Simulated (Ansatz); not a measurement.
Geometry optimisation, RKS r2SCAN/def2-SVP in Ansatz.

Input:

```yaml
crystal:
  periodic: [false, false, false]
  atoms:
    - { symbol: "N", position_ang: [-0.84902, 0.79409, -1.34755] }
    - { symbol: Al, position_ang: [0.22794, 0.80934, 0.02833] }
    - { symbol: "N", position_ang: [0.46861, -0.98793, 0.87923] }
    - { symbol: H, position_ang: [-1.64271, 0.17825, -1.51323] }
    - { symbol: H, position_ang: [-0.89077, 1.5239, -2.05506] }
    - { symbol: H, position_ang: [1.11163, 1.70766, 0.85724] }
    - { symbol: H, position_ang: [1.46122, -1.20659, 1.04027] }
    - { symbol: H, position_ang: [0.08984, -1.75461, 0.30879] }
    - { symbol: H, position_ang: [0.02327, -1.06411, 1.80198] }
total_charge: 1
basis:
  gaussian: { orbitals: def2-SVP }
hamiltonian:
  xc: r2scan
relax:
  f_tol: 0.02
  max_steps: 50
```

Command:

```bash
$ ansatz run input.yaml --threads 2 --pin off --max-ram 3072MiB --backend cpu --events-out ev --progress --plain --runs-dir out
```

Task: Where does it end, and by what steps?

Result: It converged. Limits of this set-up: the dipole of an ion depends on the origin. After 8 steps the energy has fallen by 0.102 eV; H4 moved furthest, 0.38 Å.

```
step  energy less start (eV)  largest force component (eV/Å)  accepted
   0                  0.0000                           0.676       yes
   1                 -0.0722                           0.626       yes
   2                 -0.0810                           0.864       yes
   3                 -0.0806                           0.381        no
   4                 -0.1001                           0.187       yes
   5                 -0.0997                           0.127        no
   6                 -0.1016                           0.053       yes
   7                 -0.1006                           0.223        no
   8                 -0.1018                           0.007       yes
```

```xyz
9
Properties=species:S:1:pos:R:3
N -0.831 0.776 -1.302
Al 0.269 0.819 0.047
N 0.424 -0.991 0.867
H -1.354 -0.009 -1.682
H -1.053 1.605 -1.853
H 1.158 1.858 0.790
H 1.400 -1.306 0.946
H -0.073 -1.733 0.357
H 0.060 -1.020 1.830
```

Run time: 14 s on 2 threads of Arm Neoverse V2 (shared host), peak memory 0.15 GiB.
